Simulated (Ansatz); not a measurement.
Relaxing Os

Theory: DFT r2SCAN, scalar-relativistic, plane waves, PAW in Ansatz 0.2.0. Cutoff 500 eV, Γ-centred k mesh, Gaussian smearing, no spin polarisation in the final step.

Os was placed on the lonsdaleite structure type (P6_3/mmc, No. 194), at a guessed volume.

```yaml
crystal:
  lattice:
    - [3.42655, 0.00000, 0.00000]
    - [-1.71328, 2.96748, 0.00000]
    - [0.00000, 0.00000, 5.65381]
  atoms:
    - { symbol: Os, position: [0.33333, 0.66667, 0.43750] }
    - { symbol: Os, position: [0.66667, 0.33333, 0.93750] }
    - { symbol: Os, position: [0.66667, 0.33333, 0.56250] }
    - { symbol: Os, position: [0.33333, 0.66667, 0.06250] }
```

Steps on the 6×6×4 mesh (4 atoms). 8 of 8 steps are shown, and the free energy counts from the last. Trial steps that were taken back and renewals of the plane-wave basis can be among the rows.

```tsv
step	ΔF (meV/atom)	V (Å³/atom)	P (GPa)	largest force component (eV/Å)
1	2860.5	14.37	192.86	0.332
2	999.2	16.58	88.68	0.197
3	210.1	18.77	32.05	0.161
4	25.3	20.30	8.25	0.283
5	7.9	20.87	1.78	0.310
6	6.3	20.95	0.72	0.080
7	5.8	21.03	-0.15	0.027
8	0.0	21.03	-0.06	0.027
```

Steps on the 15×15×8 mesh (4 atoms). 4 of 6 steps are shown, and the free energy counts from the last.

```csv
step,ΔF (meV/atom),V (Å³/atom),P (GPa),largest force component (eV/Å)
1,2.3,21.03,0.06,0.063
2,0.9,21.02,-0.11,0.118
3,0.1,21.00,-0.02,0.029
6,0.0,21.01,-0.01,0.000
```

A final relaxation ran on a 15×15×8 mesh. The relaxed crystal, P6_3/mmc (No. 194):

```
Os
1.0
     3.80631    0.00000    0.00000
    -1.90315    3.29636    0.00000
     0.00000    0.00000    6.69793
Os
4
Direct
  0.33333 0.66667 0.43437
  0.66667 0.33333 0.93437
  0.66667 0.33333 0.56563
  0.33333 0.66667 0.06563
```

```json
{
 "Volume per atom": "21.01 Å³",
 "Density": "15.04 g/cm³",
 "Energy over the standard structure": "1.30 eV/atom",
 "Gap on the 15×15×8 mesh": "0 eV (a metal)"
}
```

Energies count from the standard state of Os at the same level.

The final run used a 15×15×8 mesh on its 4-atom cell and 0.10 eV smearing. The k mesh leaves about 4 meV/atom of noise in metals. Spin–orbit coupling is left out.

A structure relaxed within its symmetry needn't be a true minimum.